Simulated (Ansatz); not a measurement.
Elements on the sites of an ideal hcp lattice, at a guessed lattice constant:

```yaml
crystal:
  lattice:
    - [4.26269, -2.46106, -4.54687]
    - [4.26269, -2.46106, 4.54687]
    - [-1.42090, -7.38319, 0.00000]
  atoms:
    - { symbol: V, position: [0.14167, 0.39167, 0.60000] }
    - { symbol: V, position: [0.64167, 0.89167, 0.60000] }
    - { symbol: V, position: [0.24167, 0.49167, 0.20000] }
    - { symbol: V, position: [0.04167, 0.29167, 0.00000] }
    - { symbol: V, position: [0.54167, 0.79167, 0.00000] }
    - { symbol: V, position: [0.34167, 0.59167, 0.80000] }
    - { symbol: V, position: [0.05833, 0.80833, 0.60000] }
    - { symbol: V, position: [0.85833, 0.60833, 0.40000] }
    - { symbol: V, position: [0.75833, 0.50833, 0.80000] }
    - { symbol: V, position: [0.25833, 0.00833, 0.80000] }
    - { symbol: Ta, position: [0.94167, 0.19167, 0.40000] }
    - { symbol: Ta, position: [0.44167, 0.69167, 0.40000] }
    - { symbol: Ta, position: [0.84167, 0.09167, 0.80000] }
    - { symbol: Ta, position: [0.74167, 0.99167, 0.20000] }
    - { symbol: Ta, position: [0.55833, 0.30833, 0.60000] }
    - { symbol: Ta, position: [0.35833, 0.10833, 0.40000] }
    - { symbol: Ta, position: [0.15833, 0.90833, 0.20000] }
    - { symbol: Ta, position: [0.95833, 0.70833, 0.00000] }
    - { symbol: Ta, position: [0.65833, 0.40833, 0.20000] }
    - { symbol: Ta, position: [0.45833, 0.20833, 0.00000] }
```

Cell and atoms were relaxed without symmetry on coarser meshes and computed once more. These are results of DFT PBE, scalar-relativistic, plane waves, PAW in Ansatz, not measurements.

Settings: cutoff 420 eV, Γ-centred mesh 6×6×4 on the computed 20-atom cell, Gaussian smearing of 0.10 eV; no spin polarisation.

The relaxation ran on 2×2×2 (shifted) and then 3×3×3 k points with a smearing of 0.1 eV, from sites shaken by 0.02 Å.

Problem. What does the relaxation give?

Solution. A volume of 16.03 Å³/atom and no gap on the mesh. It lies 0.07 eV/atom above the elements' standard states (static lattices, no corrections for gases). The atoms leave their sites by 0.38 Å (root mean square) and 0.44 Å at most, and the cell stretches by up to 11.7 % at fixed volume, so the lattice hasn't survived.

```xyz
20
Lattice="3.8545 -2.2471 -4.5197 3.8615 -2.2271 4.5163 -2.0311 -8.0197 -0.0173" Properties=species:S:1:pos:R:3 pbc="T T T"
V     0.5064   -5.9128    1.1954
V     4.3082   -8.1006    1.0921
V     2.0979   -3.0187    1.1395
V    -0.9675   -8.5592    1.0912
V     2.7817  -10.7044    1.1122
V     1.6854   -8.2869    1.1583
V     2.3580   -6.9368    3.3431
V     5.1549   -6.7533   -1.1608
V     3.6594   -9.4059   -1.1316
V    -0.2871   -7.1635   -1.1586
Ta    3.2190   -5.6320   -3.4197
Ta    3.1696   -5.5678    1.1734
Ta    1.6571   -8.3177   -3.4404
Ta    5.9809   -5.2529    1.1020
Ta    2.4582   -7.0113   -1.0917
Ta    1.2249   -4.4908   -1.1029
Ta    4.0223   -4.1203    3.3910
Ta    0.9040   -9.6200    3.2721
Ta    4.0493   -4.1877   -1.1392
Ta    0.8953   -9.6493   -1.0580
```

The final mesh leaves forces up to 0.09 eV/Å and stresses up to 0.3 GPa: the relaxation ran on a coarser mesh, so the cell's shape, its bonds and its energy belong partly to that mesh.

Spin-orbit coupling is left out, which matters for the bands of heavy elements.

Cost: 2 runs of about 26 core-minutes in all (earlier runs that led there not counted), on Arm Neoverse V1 (shared hosts).